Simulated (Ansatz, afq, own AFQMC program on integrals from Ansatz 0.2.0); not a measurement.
AFQMC on a folder of integrals that Ansatz 0.2.0 wrote.

```yaml
crystal:
  periodic: [false, false, false]
  atoms:
    - {symbol: Al, position_ang: [-0.022898, 0.000000, 0.584948]}
    - {symbol: C, position_ang: [0.045057, -0.000001, -1.195748]}
    - {symbol: H, position_ang: [0.160619, 0.000001, 2.146962]}
    - {symbol: H, position_ang: [-0.042277, 0.912507, -1.778398]}
    - {symbol: H, position_ang: [-0.042277, -0.912509, -1.778397]}
basis:
  gaussian: {orbitals: cc-pVDZ}
magnetization: {spin_polarized: true, initial_magnetization: 0}
correlation: {method: ccsd_t, electrons: outside_noble_gas, hamiltonian_folder: ham}
```

```sh
$ ansatz run in.yaml --threads 1 --pin off --events-out ev --progress --plain --max-ram 1843MiB
```

afq runs on the folder ham with

```
--method phaseless --trial hf --walkers 120 --populations 1 --least-time 40 --time-step 0.005 --steps-per-block 20 --equilibration-blocks 112 --max-blocks 600 --target-error 0.00114 --factor-cut 1e-05 --start spin_pure --seed 8858 --taylor-order 6
```

Times are imaginary, in 1/Eh. The walk had a cap of 656 s.

afq prints:

```
orbitals 41  electrons 5 5  factors 322 of 443
reference energy -281.42588579 Eh
CCSD correlation -0.23551528 Eh in 12 cycles, weight of the determinant in the CISD state 0.8709
energy of the start -281.425886 Eh
 block  time / (1/Eh)  mean weight  energy / Eh
     1     0.100  1.0004  -281.472753
     2     0.200  1.0002  -281.513892
     3     0.300  1.0013  -281.544609
     4     0.400  0.9980  -281.571705
     5     0.500  1.0040  -281.591420
    10     1.000  0.9997  -281.631782
    69     6.900  1.0022  -281.701716
    86     8.600  1.0006  -281.661084
   154    15.400  0.9985  -281.636701
   171    17.100  1.0009  -281.679068
   256    25.600  1.0012  -281.673673
   341    34.100  0.9984  -281.689162
   426    42.600  1.0013  -281.658113
   511    51.100  1.0003  -281.688409
   596    59.600  1.0010  -281.663534
   681    68.100  0.9992  -281.657770
   698    69.800  0.9999  -281.686313
blocks merged  error / Eh  count
     1  0.000716  600
     2  0.000955  300
     4  0.001247  150
     8  0.001595  75
    16  0.001863  37
    32  0.002051  18
    64  0.002588  9
energy -281.668176 +/- 0.002051 Eh
(rows thinned)
```

The run passed its tests (sampling time, drift between the halves within three errors, error under three times the target), which doesn't prove that it has relaxed.

Against this walk (error 55.8 meV) on the same determinant: CCSD(T) 59.1 meV lower (within the noise), CCSDT(Q) 107.1 meV lower (within the noise). The error is statistical and leaves out the bias of the constraint.

Cautions: constraint bias not in the error; error above the target (55.8 against 31.0 meV); higher spins were not checked; an unrestricted solution with more broken spin lies lower (93 meV, ⟨S²⟩ 0.39), while this determinant keeps restricted orbitals.

The walk took 5.3 min on 1 thread of Intel(R) Xeon(R) Platinum 8375C CPU @ 2.90GHz (Ice Lake), on a shared host. The log's last line is the phaseless energy.

CCSDT and higher add their correlation energy to the determinant of the CCSD(T) run, since their own runs factorise the integrals more tightly (a shift of under 2 meV). A walk keeps the symmetry of its determinant, which the program's search chose and which needn't be the lowest solution, so a lower state of the same spin and another symmetry isn't excluded.
